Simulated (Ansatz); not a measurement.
# CH₄⁺, doublet: the ladder up to full CI

Geometry: displaced at random from a stationary point.

```csv
atom,x (Å),y (Å),z (Å)
C,0.0230,0.0122,0.0028
H,0.2228,0.7705,0.7624
H,-0.4394,-0.7569,0.7544
H,-0.3443,0.6791,-0.7285
H,0.2866,-0.8375,-0.8217
```

Basis 6-31G; Ansatz 0.2.0. Correlated methods freeze the noble-gas cores, which leaves 7 electrons in 16 orbitals. R marks a restricted (for open shells ROHF) determinant, U an unrestricted one. Active spaces: valence = (7e, 8o) chosen from the atoms' valence shells.

Full CI is exact within this basis and frozen core; it isn't the basis-set limit. The frozen core follows each run's orbitals, which can shift R against U totals by a few meV.

For open shells CISD and CISDTQ are restricted-active-space CI with the open shells as a complete middle space.

- UHF ⟨S²⟩: 0.752
- T1 diagnostic (RCCSD): 0.0091
- largest doubles amplitude (RCCSD): 0.049
- T1 diagnostic (UCCSD): 0.0076

| level | E − E(full CI) (meV) | share of correlation (%) | wall time |
| --- | --- | --- | --- |
| RHF | 2864 | 0.00 | – |
| UHF | 2840 | 0.82 | – |
| RMP2 | 596 | 79.20 | – |
| UMP2 | 597 | 79.15 | – |
| CISD | 140 | 95.12 | 0.21 s |
| RCCSD | 54 | 98.10 | – |
| UCCSD | 54 | 98.12 | – |
| RCCSD(T) | 13 | 99.54 | 0.36 s |
| UCCSD(T) | 13 | 99.55 | 0.39 s |
| BCCD(T) | 13 | 99.55 | 0.21 s |
| RCCSDT | 3 | 99.89 | – |
| UCCSDT | 3 | 99.90 | – |
| CISDTQ | 3 | 99.91 | 1.1 s |
| RCCSDT(Q) | 0 | 99.99 | 0.66 s |
| UCCSDT(Q) | 0 | 99.99 | 0.63 s |
| RCCSDTQ | 0 | 100.00 | 7.5 s |
| UCCSDTQ | 0 | 100.00 | 8 s |
| CASSCF (valence space) | 722 | 74.78 | – |
| NEVPT2 (valence space) | 163 | 94.31 | 1.5 s |
| NEVPT4(SD) (valence space) | 20 | 99.32 | 2.2 s |
| MRCISD (valence space) | 14 | 99.51 | – |
| MRCISD+Q (valence space) | 5 | 99.82 | 2.4 s |

The correlation energy at full CI, counted from RHF, is -2.864 eV. That run took 4.3 s on 1 thread of Arm Neoverse V1, shared host over 1,019,200 determinants.

Times hold each run's SCF and search for its determinant on a shared host, so for small cases they say little of a method's own cost; they ran on 1 thread of Arm Neoverse V1. Some runs computed forces too.

The full-CI state has the irrep A of C1, in the program's axes.

Natural occupations of full CI about the gap: 1.978 1.964 1.961 0.994 0.030 0.022 0.018 0.017 0.005 0.004; effectively unpaired electrons, Σ n²(2−n)², 1.02.
